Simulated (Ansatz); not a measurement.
# How well does each level of theory give the formation enthalpy of rock-salt SrO?

Reference value: -3.068 eV/atom (measured, 298 K, not corrected to a static lattice; as tabulated in Friedrich et al. (2018), arXiv:1811.08952).

Problem. Which of these levels comes closest to the reference?
A) rVV10 (Ansatz (a first-principles code))
B) r²SCAN (Ansatz)
C) LDA (Ansatz)
D) PBE-D3(BJ) (Ansatz)

Solution. C, LDA (Ansatz)

```json
[
 {"level (code)": "LDA (Ansatz)", "value (eV/atom)": "-3.080", "difference (eV/atom)": "-0.012"},
 {"level (code)": "PBE-D3(BJ) (Ansatz)", "value (eV/atom)": "-2.858", "difference (eV/atom)": "+0.210"},
 {"level (code)": "rVV10 (Ansatz)", "value (eV/atom)": "-2.980", "difference (eV/atom)": "+0.088"},
 {"level (code)": "r²SCAN (Ansatz)", "value (eV/atom)": "-2.979", "difference (eV/atom)": "+0.089"}
]
```

Of these levels LDA (-0.012 eV/atom) comes nearest. PBE-D3(BJ) (+0.210 eV/atom) misses by most. Within 0.1 eV/atom: LDA, rVV10, r²SCAN.

The reference has no zero-point or thermal correction, while the calculations are for a static lattice, so the differences are not the levels' errors alone.  Each level is taken at its own relaxed cell. Ansatz's density-functional and Hartree–Fock values are scalar-relativistic unless marked +SOC, with PAW data made under PBE.

Differences are worked out from the printed values.
